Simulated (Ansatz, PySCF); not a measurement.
Molecule: formaldehyde, CH₂O, charge 0, multiplicity 1. 
Geometry from a B3LYP-D3(BJ)/def2-TZVP (Ansatz, a program for electronic structure) optimisation:
```xyz
4

O     -0.0009    -0.0102     0.6728
C      0.0007     0.0079    -0.5259
H     -0.0027     0.9554    -1.0993
H      0.0057    -0.9218    -1.1276
```

Wanted: atomisation energy (electronic, to ground-state atoms), in kJ/mol. Valence correlation only, unless marked. Open shells are spin-unrestricted. No spin-orbit coupling. Non-relativistic. The coupled-cluster limit lacks core correlation, which all-electron functionals hold. Basis-set limits of correlation are two-point, X^-3; Hartree-Fock from the larger set.

```
level                      program  atomisation energy (kJ/mol)
------------------  --------------  ---------------------------
BLYP-D4/def2-TZVPD  Ansatz + dftd4                       1583.8
BP86-D4/def2-TZVPD   PySCF + dftd4                       1629.6
```

What does CCSD(T)/CBS(def2-TZVPPD,def2-QZVPPD) (Ansatz) give?

1561.3 kJ/mol, so BP86-D4/def2-TZVPD differs from it by 68.3 kJ/mol.
